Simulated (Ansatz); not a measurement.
# H3Si2: the cost of one run

Method: DFT unrestricted r2SCAN, Gaussian basis def2-TZVPP, and further levels as typed in the inputs, in Ansatz 0.2.0.

### 1 The starting structure

Bond lengths: Si1–Si2 2.259 Å, Si1–H3 1.489 Å, Si1–H4 1.492 Å, Si2–H5 1.519 Å. Angles: Si1–Si2–H5 92.7°, Si2–Si1–H3 122.8°, Si2–Si1–H4 125.0°, H3–Si1–H4 107.5°.

Structure file:

```xyz
5

Si   -0.6233   -0.1093   -0.1270
Si    1.4822   -0.7011    0.4371
H    -1.7891   -1.0211    0.0370
H    -1.1448    1.2882   -0.1381
H     2.0787    0.5423   -0.1995
```

### 2 Batch in weak fields: H3Si2

It takes final geometries of earlier steps.

input.yaml reads:

```yaml
magnetization:
  spin_polarized: true
  initial_magnetization: 1
hamiltonian:
  xc: r2scan
batch:
  members: [f0p.yaml, f0m.yaml, f1p.yaml, f1m.yaml, f2p.yaml, f2m.yaml]
output:
  forces: true
# f0m.yaml, one of 6 members:
crystal:
  periodic: [false, false, false]
  atoms:
    - { symbol: Si, position_ang: [-0.62333138, -0.10930384, -0.12700727] }
    - { symbol: Si, position_ang: [1.48223241, -0.70113054, 0.43711172] }
    - { symbol: H, position_ang: [-1.78908321, -1.02110749, 0.036986] }
    - { symbol: H, position_ang: [-1.14482861, 1.28819998, -0.13811434] }
    - { symbol: H, position_ang: [2.07871079, 0.54226189, -0.19949613] }
basis:
  gaussian:
    orbitals: def2-TZVPP
    point_charges:
      - { charge: 2.500062, position_ang: [60.00074, -0.000216, 0.001896] }
      - { charge: -2.500062, position_ang: [-59.99926, -0.000216, 0.001896] }
```

The run is started by

```
> ansatz run input.yaml --threads 4 --pin off --max-ram 14336MiB --backend cpu --events-out ev --progress --plain --runs-dir out
```

**Question.** How long does this run take on 4 threads of Intel Xeon at 2.70GHz, shared host, and how much memory does it need?

About 15 s, with a peak of 0.71 GiB.
